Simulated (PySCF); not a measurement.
**CH4: fields on a plane**

Computed with PySCF, PBE0, basis C def2-TZVP, H def2-TZVP (no relativity, density fitting).

The singlet minimum has C–H 1.090 Å (×4); H–C–H 109.5° (×6).

The plane holds C1 at (0.00, 0.00), H2 at (1.09, 0.00), H3 at (-0.36, 1.03) Å. Columns run from x = -2.25 to 3.45 Å, rows from y = 3.45 (top) to -1.95 Å, in steps of 0.3 Å. Other isomers or separated fragments may lie lower.

Give the electrostatic potential (V) (cut at 20 V). Every second row and column.


```
 0.0  0.0  0.0  0.0  0.0  0.0  0.0  0.0  0.0  0.0
 0.0  0.1  0.1  0.1  0.1  0.0  0.0  0.0  0.0  0.0
 0.0  0.1  0.3  0.6  0.3  0.0  0.0  0.0  0.0  0.0
 0.0  0.2  1.3  4.3  1.7  0.1 -0.1  0.0  0.0  0.0
 0.0  0.1  2.8 20.0  7.2  0.7  0.3  0.2  0.1  0.0
-0.1 -0.1  1.9 20.0 20.0  8.6  6.6  1.1  0.2  0.1
-0.1 -0.1  2.4 20.0 20.0 20.0 20.0  1.7  0.3  0.1
-0.1 -0.1  0.7  5.9 10.1  2.9  1.6  0.6  0.2  0.1
-0.1 -0.1  0.0  0.3  0.4  0.1  0.0  0.1  0.0  0.0
 0.0 -0.1 -0.1 -0.1 -0.1 -0.2 -0.1  0.0  0.0  0.0
```

Give the electron density (e/Å³) (cut at 5 e/Å³). Every second row and column.


```
0.00 0.00 0.00 0.00 0.00 0.00 0.00 0.00 0.00 0.00
0.00 0.00 0.00 0.00 0.00 0.00 0.00 0.00 0.00 0.00
0.00 0.00 0.01 0.01 0.01 0.00 0.00 0.00 0.00 0.00
0.00 0.01 0.04 0.15 0.09 0.02 0.00 0.00 0.00 0.00
0.00 0.01 0.17 2.18 0.62 0.12 0.04 0.01 0.00 0.00
0.00 0.02 0.20 1.44 1.68 0.83 0.33 0.04 0.00 0.00
0.00 0.02 0.20 1.44 5.00 1.68 0.78 0.05 0.00 0.00
0.00 0.01 0.11 0.53 0.58 0.29 0.11 0.02 0.00 0.00
0.00 0.00 0.03 0.07 0.07 0.03 0.01 0.00 0.00 0.00
0.00 0.00 0.00 0.01 0.01 0.00 0.00 0.00 0.00 0.00
```
